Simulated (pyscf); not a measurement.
PySCF, gas phase, ωB97X-D3(BJ)/def2-SVP geometries.

### Question
PBE/def2-TZVP puts the barrier of H₂Al–Cl + H atom (H•) -> [HAl–Cl]• + hydrogen (H₂) (hydrogen abstraction; doublet surface; Al–H broken, H–H formed) at -0.6 kcal/mol and the reaction energy at -23.4 kcal/mol, from the separated reactants. What do r²SCAN/def2-TZVP, B3LYP-D3(BJ)/def2-TZVP, ωB97M-D3(BJ)/def2-TZVP give on the same structures?

### Answer
r²SCAN: ΔE‡ = -1.9 kcal/mol, ΔE = -24.1 kcal/mol; B3LYP-D3(BJ): ΔE‡ = -0.8 kcal/mol, ΔE = -23.9 kcal/mol; ωB97M-D3(BJ): ΔE‡ = 3.4 kcal/mol, ΔE = -19.6 kcal/mol. PBE's barrier lies among them. Its reaction energy lies among theirs. At PBE, r²SCAN, B3LYP-D3(BJ) this geometry lies under the reactants; that is no barrier but a single point on another level's saddle; such a level's own saddle, if it has one, lies nearer that side and is low. One saddle was located; it need not be the lowest between these sides. The angle at the transferred H is 178°.
